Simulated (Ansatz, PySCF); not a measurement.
**How the cohesive energy of zinc-blende BAs moves with the method**

No measured value is used here.

Put these levels in order of the cohesive energy that they give for zinc-blende BAs, smallest first: LDA (Ansatz, a quantum-chemistry and plane-wave program), MP2 (PySCF), PBE (Ansatz).

PBE (4.64 eV/atom), MP2 (4.88 eV/atom), LDA (5.61 eV/atom)

Unless a cell is named, each level is at its own relaxed cell (LDA 13.25, PBE 13.90, MP2 13.33 Å³/atom).

Free atoms are spin-polarised, in the lowest state found; at levels without +SOC their spin–orbit coupling is left out.  A ± on a computed value is a rough bar: the spread of its extrapolation, a floor set from checks against published values, or a statistical error. Each level is taken at its own relaxed cell. Ansatz's density-functional and Hartree–Fock values are scalar-relativistic unless marked +SOC, with PAW data made under PBE.
